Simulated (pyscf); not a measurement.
H₃C–SiH₂–Si•(SiH₃)–SiH₃ + hydrogen (H₂) → H₃Si–Si•(SiH₃)–SiH₃ + methane (CH₄) (four-centre exchange; doublet surface; C–Si, H–H broken, H–Si, C–H formed). Optimised with ωB97X-D3(BJ)/def2-SVP in PySCF. Energies in kcal/mol from the separated reactants.

```
level                   barrier  reaction energy
----------------------  -------  ---------------
PBE/def2-TZVP              65.5             -7.4
r²SCAN/def2-TZVP           69.1             -6.6
B3LYP-D3(BJ)/def2-TZVP     72.1             -7.0
PBE0-D3(BJ)/def2-TZVP       ___             -6.5
ωB97M-D3(BJ)/def2-TZVP     72.7             -6.8
HF/def2-TZVP                ___              ___
```

Q: Fill in the missing entries.

A: 
- PBE0-D3(BJ)/def2-TZVP, barrier: 68.1
- HF/def2-TZVP, barrier: 92.6
- HF/def2-TZVP, reaction energy: -12.5

The functionals in the table span 7.2 kcal/mol in this barrier, from PBE to ωB97M-D3(BJ)/def2-TZVP. At the saddle there is also a short H–Si contact that neither side keeps. One saddle was located; it need not be the lowest between these sides.
